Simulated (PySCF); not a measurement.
# AlF₂: adding exact exchange

Base calculation in PySCF with density fitting and no spin–orbit coupling, PBE/def2-TZVP (no relativity): doublet, C2v, Al–F 1.667 Å (×2); F–Al–F 120.7°; wavenumbers 213, 714, 862 cm⁻¹; dipole moment 1.71 D, polar-tensor charge of Al 1.01 e, atomisation energy (no zero-point energy) 1141 kJ/mol.

Problem. What changes on going to PBE0/def2-TZVP (no relativity)?

Solution. The point group stays the same. Changes: mean bond to Al -0.020 Å, smallest bond angle -1.1 degrees, highest wavenumber +41 cm⁻¹, lowest wavenumber +17 cm⁻¹, dipole moment +0.09 D, polar-tensor charge of Al +0.08 e, atomisation energy (no zero-point energy) -46 kJ/mol. The new structure has Al–F 1.647 Å (×2); F–Al–F 119.6°, with wavenumbers 230, 756, 903 cm⁻¹. Exact exchange shortens and stiffens the bonds, the usual pattern.

Each species is the lowest minimum found with this bonding; other isomers or fragments can lie lower.
